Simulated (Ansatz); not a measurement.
Compare A (`CC1=C(F)C1`) with its isomer B (`CC1=CC1F`).

Computed with Ansatz on PBE0-D4/def2-TZVP structures; ΔE is electronic, products minus reactants. CCSD(T)/CBS is the MP2 limit (def2-TZVPP, def2-QZVPP) plus CCSD(T) − MP2 in def2-TZVPP, frozen cores. DFT in def2-TZVPP.

(1) Which is lower in electronic energy at CCSD(T)/CBS, and by how much? (Estimate.)

(2) Give E(B) − E(A) in kcal/mol with r2SCAN-D4, BLYP-D4, PBE-D4, B2PLYP, HF/def2-TZVPP, CCSD(T)/def2-SVP, ωB97M-V. (An estimate is asked.)

(3) Does the order hold for the free energy at 298.15 K (harmonic terms from PBE0-D4)? (Estimate.)

Largest T1 diagnostic: 0.011.

Results:

(1) Computed: B, by 12.4 kcal/mol.

(2) Computed: r2SCAN-D4 -12.0, BLYP-D4 -11.2, PBE-D4 -10.5, B2PLYP -11.9, HF/def2-TZVPP -13.8, CCSD(T)/def2-SVP -9.8, ωB97M-V -12.4. None reverses the order clearly.

(3) Computed: Yes: G(B) − G(A) = -12.6 kcal/mol.

From PBE to PBE0 (25 % exact exchange), in def2-TZVPP and without D4, E(B) − E(A) moves by −0.9 kcal/mol. At CCSD(T), def2-SVP lies +2.6 kcal/mol from the extrapolated value and def2-TZVPP +1.0 kcal/mol.
